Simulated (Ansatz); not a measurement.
Reaction (SMILES): [SH] (SH) → H atom + S atom
B3LYP-D3(BJ)/def2-TZVP geometries, fixed; electronic energies without zero-point terms.

Basis-set convergence of the atomisation energy at CCSD(T) with Ansatz (a program for electronic structure). All functions are spherical. Cores are frozen. Open shells are unrestricted. No added dispersion term, no relativity. Functions are those of the species that has most. Reference: Hartree-Fock in aug-cc-pV(Q+d)Z plus the correlation part extrapolated as X^-3 from aug-cc-pV(T+d)Z and aug-cc-pV(Q+d)Z, 87.63 kcal/mol, itself unsure by roughly 0.33 kcal/mol (a third of the extrapolation step and of the last Hartree-Fock step). Deviations are taken from unrounded values.

```json
[
 {"basis": "pcseg-0", "functions": "15", "atomisation energy (kcal/mol)": "59.13", "minus reference (kcal/mol)": "-28.50"},
 {"basis": "def2-SV(P)", "functions": "20", "atomisation energy (kcal/mol)": "69.74", "minus reference (kcal/mol)": "-17.89"},
 {"basis": "def2-SVP", "functions": "23", "atomisation energy (kcal/mol)": "79.29", "minus reference (kcal/mol)": "-8.34"},
 {"basis": "pcseg-1", "functions": "23", "atomisation energy (kcal/mol)": "78.16", "minus reference (kcal/mol)": "-9.47"},
 {"basis": "cc-pV(D+d)Z", "functions": "28", "atomisation energy (kcal/mol)": "79.40", "minus reference (kcal/mol)": "-8.24"},
 {"basis": "def2-TZVP", "functions": "43", "atomisation energy (kcal/mol)": "82.25", "minus reference (kcal/mol)": "-5.38"},
 {"basis": "pcseg-2", "functions": "48", "atomisation energy (kcal/mol)": "84.85", "minus reference (kcal/mol)": "-2.78"},
 {"basis": "cc-pV(T+d)Z", "functions": "53", "atomisation energy (kcal/mol)": "84.56", "minus reference (kcal/mol)": "-3.07"},
 {"basis": "def2-TZVPP", "functions": "56", "atomisation energy (kcal/mol)": "84.79", "minus reference (kcal/mol)": "-2.85"},
 {"basis": "cc-pV(Q+d)Z", "functions": "94", "atomisation energy (kcal/mol)": "86.46", "minus reference (kcal/mol)": "-1.17"},
 {"basis": "pcseg-3", "functions": "97", "atomisation energy (kcal/mol)": "86.46", "minus reference (kcal/mol)": "-1.18"},
 {"basis": "def2-QZVPP", "functions": "100", "atomisation energy (kcal/mol)": "86.47", "minus reference (kcal/mol)": "-1.17"},
 {"basis": "cc-pV(5+d)Z", "functions": "155", "atomisation energy (kcal/mol)": "86.99", "minus reference (kcal/mol)": "-0.64"},
 {"basis": "pcseg-4", "functions": "166", "atomisation energy (kcal/mol)": "87.01", "minus reference (kcal/mol)": "-0.62"}
]
```

The smallest set listed that lies within 4 kcal/mol of the reference with all its larger relatives (same family, alike in diffuse functions; a set with none counts only in the reference's own line) is pcseg-2 (48 functions, -2.78 kcal/mol off).
